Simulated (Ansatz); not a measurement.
CsCl-type TlCl

Computed with HSE06 (plane waves, PAW; Ansatz, a program for electronic structure).

Run with plane-wave cutoff 460 eV, 8×8×8 k mesh, Fermi–Dirac smearing 0.01 eV, scalar-relativistic PAW data made under PBE.

Cell (measured lattice):

```cif
data_ClTl
_chemical_formula_sum 'Tl1 Cl1'
_space_group_name_H-M_alt 'P 1'
_space_group_IT_number 1
_cell_length_a 3.84160
_cell_length_b 3.84160
_cell_length_c 3.84160
_cell_angle_alpha 90.000
_cell_angle_beta 90.000
_cell_angle_gamma 90.000
loop_
_space_group_symop_operation_xyz
  'x, y, z'
loop_
_atom_site_label
_atom_site_type_symbol
_atom_site_fract_x
_atom_site_fract_y
_atom_site_fract_z
_atom_site_occupancy
Tl1 Tl 0.00000 0.00000 0.00000 1
Cl1 Cl 0.50000 0.50000 0.50000 1
```

For CsCl-type TlCl, the band gap is 2.85 eV (on the SCF k mesh). The direct gap at Γ is 10.62 eV.

Note: cell and atoms aren't relaxed at this level (pressure 0.8 GPa).

Spin–orbit coupling is not included; with these elements it can move the gap by several tenths of an eV or more.

Cost on a shared machine: about 3 core-minutes (a rough figure).
